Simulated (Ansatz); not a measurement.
Mulliken charges of `Cl[SiH]Cl` radical from r2SCAN/def2-TZVPP in Ansatz (PBE0-D4/def2-TZVP geometry).

```json
{"atom": "Cl1", "x (Å)": "-1.647", "y (Å)": "0.178", "z (Å)": "0.889", "charge (e)": "-0.213"}
{"atom": "Si2", "x (Å)": "0.188", "y (Å)": "-0.414", "z (Å)": "0.200", "charge (e)": "0.473"}
{"atom": "Cl3", "x (Å)": "0.251", "y (Å)": "-0.281", "z (Å)": "-1.842", "charge (e)": "-0.213"}
{"atom": "H4", "x (Å)": "1.208", "y (Å)": "0.518", "z (Å)": "0.752", "charge (e)": "-0.048"}
```

Q: By hand: the dipole of these point charges (1 e Å = 4.8032 D).

A: Σ q r = (0.328, -0.199, 0.261) e Å, of length 0.464 e Å = 2.23 D.

Q: How does the dipole of the full density compare? (An estimate is asked.)

A: Computed: (0.158, -0.040, 0.116) e Å, 0.96 D; the point charges give 2.32 times that, at 14° from its direction.

Point charges leave out the atoms' own dipoles, such as those of lone pairs, and Mulliken's split depends on the basis, so the two needn't agree.
